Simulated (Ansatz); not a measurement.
A made-up structure of CH₄BSi, doublet:

```xyz
7
angstrom
B -1.2988 -0.1451 -0.9444
C 1.2362 0.1386 0.8988
Si -0.1251 -0.0126 -0.0917
H -2.4035 -0.1441 -0.4713
H -1.1820 -0.2585 -2.1351
H 1.3260 -0.3465 1.8369
H 2.0783 0.7273 0.6384
```

It is relaxed with PBE-D4/def2-SVP and then PBE0-D4/def2-TZVP (Ansatz 0.2.0). Atoms count as bonded within 1.22 times the sum of their covalent radii (H–H: 0.88 Å). The end point is not checked to be a true minimum.

Q: Does its bonding change? (Judge from chemistry; the calculation decides.)

A: By the calculation: No: no bond forms or breaks.

Where it ends: The first stage lowers the energy by 3.53 eV in 6 steps. It ends as CH₄BSi ([BH2][Si][CH2]):
```xyz
7
angstrom
B -1.5163 -0.1698 -1.1024
C 1.3792 0.1545 1.0027
Si 0.0183 0.0020 0.0133
H -2.5584 0.2247 -0.6808
H -1.3716 -0.6646 -2.1764
H 1.6718 -0.6253 1.6969
H 2.0079 1.0376 0.9782
```

Labels in which every atom is bracketed show which atoms are joined, not bond orders.

For scale, one of the runs: PBE0-D4/def2-TZVP relaxation, 123 basis functions, launched by `ansatz run in.yaml --threads 2 --pin off --events-out ev --progress --plain --max-ram 4352MiB`. Hardware: 2 CPU threads of an Arm Neoverse V1, shared host. Wall time about 25 s.
